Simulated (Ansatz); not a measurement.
Two shapes of singlet SiH₄.

Shape 1:

```xyz
5

Si    0.0000    0.0000    0.0000
H     0.8619    0.8619    0.8619
H     0.8619   -0.8619   -0.8619
H    -0.8619    0.8619   -0.8619
H    -0.8619   -0.8619    0.8619
```

Shape 2:

```xyz
5

Si    0.0006   -0.0015    0.0500
H     0.8608    0.8541    0.9113
H     0.8741   -0.8772   -0.9079
H    -0.8923    0.8317   -0.8877
H    -0.8579   -0.8946    0.8995
```

Basis set: def2-TZVP (spherical functions). Correlated methods keep 5 orbitals frozen. Charge 0, multiplicity 1.

Computed with Ansatz (development build ahead of 0.2.0); each method stands on the lowest determinant of its kind that the runs found.

Q: Which shape is lower in energy, and by how much in each method?

A:

```json
{"method": "RHF", "E(2) − E(1) (eV)": "0.118"}
{"method": "RHF-MP2", "E(2) − E(1) (eV)": "0.111"}
```

Shape 1 is lower.
